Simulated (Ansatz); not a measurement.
Reactions of C$_{2}$H$_{3}$FS, SMILES `FC=CS`.

Isolated molecules relaxed with PBE0-D4/def2-TZVP in Ansatz; ΔE leaves out vibrations. CBS: MP2 limit from def2 TZ/QZ plus the TZ coupled-cluster correction, frozen cores. This one scheme is used for every species, atoms too. Double bonds are as drawn, so ΔE can hold a change between cis and trans. No spin–orbit coupling; open shells (•) take unrestricted orbitals. Spin–orbit coupling would lower the free atoms: a little for C, F, S. Each species was taken in one conformer, which may not be the lowest.

**Question.** Order these by ΔE at CCSD(T)/CBS, lowest first. (Best estimate.)
A. `F/C=C\S` + HCl → `F/C=C/Cl` + H₂S
B. `F/C=C\S` → `C=C(F)S`
C. `F/C=C\S` + CH₄ → `C/C=C/S` + H–F
D. `F/C=C\S` → 2 C• + F• + 3 H• + S•

**Answer.** C (-9.9 kcal/mol), B (+1.1 kcal/mol), A (+7.4 kcal/mol), D (+631.2 kcal/mol).

Largest T1 diagnostic: 0.013, for `F/C=C\S`.
